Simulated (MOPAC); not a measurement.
MOPAC input (PM6):

```
PM6 1SCF CHARGE=-1 GEO-OK AUX(PRECISION=9) THREADS=1
C4H9

C     0.81479888 1    1.92924708 1   -0.00777014 1
C     0.71633025 1    0.41681840 1   -0.00644526 1
C    -0.68396967 1   -0.26204958 1    0.00611309 1
C    -0.64024257 1   -1.79586882 1    0.00618996 1
H    -1.63532024 1   -2.25614759 1    0.01510746 1
H     0.29747525 1    2.33140678 1    0.88496235 1
H     0.28180331 1    2.33087096 1   -0.89147906 1
H    -0.09590746 1   -2.16573186 1    0.88202235 1
H    -0.11144236 1   -2.16626300 1   -0.87888645 1
H     1.24186665 1    0.00119532 1   -0.88684820 1
H     1.25731985 1    0.00172366 1    0.86479926 1
H    -1.24636938 1    0.09676764 1   -0.86431870 1
H    -1.23092689 1    0.09729561 1    0.88611510 1
```

From the last part of the output:

```
                                                       MOPAC v23.2.5 Linux

          FINAL HEAT OF FORMATION =         29.40174 KCAL/MOL =     123.01687 KJ/MOL

          COSMO AREA              =        115.76 SQUARE ANGSTROMS
          COSMO VOLUME            =        101.02 CUBIC ANGSTROMS

          IONIZATION POTENTIAL    =          0.410309 EV
          HOMO LUMO ENERGIES (EV) =         -0.410  8.848
          NO. OF FILLED LEVELS    =         13
          MOLECULAR WEIGHT        =         57.1151         POINT GROUP:  Cs

          MOLECULAR DIMENSIONS (Angstroms)

            Atom       Atom       Distance
            H     6    H     5     5.05351
            H    13    H    10     2.99352
            H     7    H     8     2.80864

          SCF CALCULATIONS        =          1

   ATOM   CHEMICAL          X               Y               Z
  NUMBER   SYMBOL      (ANGSTROMS)     (ANGSTROMS)     (ANGSTROMS)

     1       C          0.81479888  *   1.92924708  *  -0.00777014  *
     2       C          0.71633025  *   0.41681840  *  -0.00644526  *
     3       C         -0.68396967  *  -0.26204958  *   0.00611309  *
     4       C         -0.64024257  *  -1.79586882  *   0.00618996  *
     5       H         -1.63532024  *  -2.25614759  *   0.01510746  *
     6       H          0.29747525  *   2.33140678  *   0.88496235  *
     7       H          0.28180331  *   2.33087096  *  -0.89147906  *
     8       H         -0.09590746  *  -2.16573186  *   0.88202235  *
     9       H         -0.11144236  *  -2.16626300  *  -0.87888645  *
    10       H          1.24186665  *   0.00119532  *  -0.88684820  *
    11       H          1.25731985  *   0.00172366  *   0.86479926  *
    12       H         -1.24636938  *   0.09676764  *  -0.86431870  *
    13       H         -1.23092689  *   0.09729561  *   0.88611510  *

                             CARTESIAN COORDINATES

   1    C        0.814798880     1.929247080    -0.007770140
   2    C        0.716330250     0.416818400    -0.006445260
   3    C       -0.683969670    -0.262049580     0.006113090
   4    C       -0.640242570    -1.795868820     0.006189960
   5    H       -1.635320240    -2.256147590     0.015107460
   6    H        0.297475250     2.331406780     0.884962350
   7    H        0.281803310     2.330870960    -0.891479060
   8    H       -0.095907460    -2.165731860     0.882022350
   9    H       -0.111442360    -2.166263000    -0.878886450
  10    H        1.241866650     0.001195320    -0.886848200
  11    H        1.257319850     0.001723660     0.864799260
  12    H       -1.246369380     0.096767640    -0.864318700
  13    H       -1.230926890     0.097295610     0.886115100

           Empirical Formula: C4 H9  =    13 atoms

      MOLECULAR POINT GROUP   :   Cs

                  EIGENVALUES
 -23.11571 -19.26662 -15.74936 -12.99472 -11.15155 -10.05125  -8.67184  -8.53990
  -6.78348  -6.70060  -5.12884  -4.42473  -0.41031   8.84762   9.39793   9.56766
  10.17901  10.57578  10.72348  11.52145  11.90812  12.13263  12.94296  13.87986
  14.90777

              NET ATOMIC CHARGES AND DIPOLE CONTRIBUTIONS

  ATOM NO.   TYPE          CHARGE      No. of ELECS.   s-Pop       p-Pop
    1          C          -0.923456        4.9235     1.20719     3.71627
    2          C          -0.087781        4.0878     1.07842     3.00936
    3          C          -0.308799        4.3088     1.09577     3.21303
    4          C          -0.455762        4.4558     1.08344     3.37233
    5          H           0.104926        0.8951     0.89507
    6          H           0.054337        0.9457     0.94566
    7          H           0.054337        0.9457     0.94566
    8          H           0.124952        0.8750     0.87505
    9          H           0.124952        0.8750     0.87505
   10          H           0.051665        0.9483     0.94833
   11          H           0.051665        0.9483     0.94833
   12          H           0.104482        0.8955     0.89552
   13          H           0.104482        0.8955     0.89552
 DIPOLE           X         Y         Z       TOTAL
 POINT-CHG.    -2.817    -6.691     0.027     7.259
 HYBRID        -1.719    -1.026     0.015     2.002
 SUM           -4.536    -7.717     0.042     8.951

          ATOMIC ORBITAL ELECTRON POPULATIONS

     Atom    s        px        py        pz
    1  C   1.20719   1.68632   0.95778   1.07217
    2  C   1.07842   0.89329   1.05811   1.05796
    3  C   1.09577   1.16932   0.92193   1.12179
    4  C   1.08344   1.12475   1.09977   1.14780
    5  H   0.89507
    6  H   0.94566
    7  H   0.94566
    8  H   0.87505
    9  H   0.87505
   10  H   0.94833
   11  H   0.94833
   12  H   0.89552
   13  H   0.89552

 **********************
 *                    *
 * JOB ENDED NORMALLY *
 *                    *
 **********************

 == MOPAC DONE ==
```

The dipole moment of an ion depends on the origin.
